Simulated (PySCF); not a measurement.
Relaxed structures of CH3BS, closed shell (PBE0-D4/def2-TZVP; forces vanish, vibrations not checked; lower isomers may exist, and structures with a doubtful reference or unclear bonds are left out; Å). Computed with PySCF 2.14 with density fitting (its default auxiliary sets; JK sets also for MP2 and CCSD(T)) (basis: def2-TZVPP); correlated methods freeze the cores.

**Question.** Rank them by CCSD(T) energy, lowest first, and give each one's height above the lowest. Links in brackets join atoms within 1.22 times the sum of their covalent radii (1.1 for two metals). (Judge from chemistry; the value comes from the calculation.)
A.
CH₃BS ([CH3][B][S])
```
6
angstrom
C -0.3211 0.4155 -0.2548
B 0.5190 -0.6691 0.4097
S 1.4046 -1.8141 1.1104
H -1.0549 0.8215 0.4463
H 0.3106 1.2378 -0.6004
H -0.8599 0.0145 -1.1172
```
B.
CH₃BS ([CH2][B][SH])
```
6
angstrom
C -0.0795 0.3670 -0.0425
B 0.6873 -0.5193 0.6919
S 1.6629 -1.5422 1.6942
H -1.1536 0.4490 0.0860
H 0.3509 1.0224 -0.7924
H 1.6324 -2.6467 0.9209
```
C.
CH₃BS ([BH3][C][S])
```
6
angstrom
C 0.5119 -0.6608 0.4030
B -0.3077 0.3980 -0.2444
S 1.3495 -1.7428 1.0647
H -1.0899 0.7898 0.6004
H 0.4690 1.2656 -0.5951
H -0.8680 -0.1306 -1.1855
```

**Answer.** The calculation gives: A (0.00 kcal/mol), B (42.22 kcal/mol), C (64.16 kcal/mol). Heights count from the lowest.

No T1 diagnostic of these runs exceeds 0.021.

For scale, one of the runs: CCSD(T)/def2-TZVPP, 146 basis functions, launched by `OMP_NUM_THREADS=2 python run.py`. The run took 69 s on 2 CPU threads of an AMD EPYC 7B13 (shared host), with 0.81 GiB of host memory at its peak.
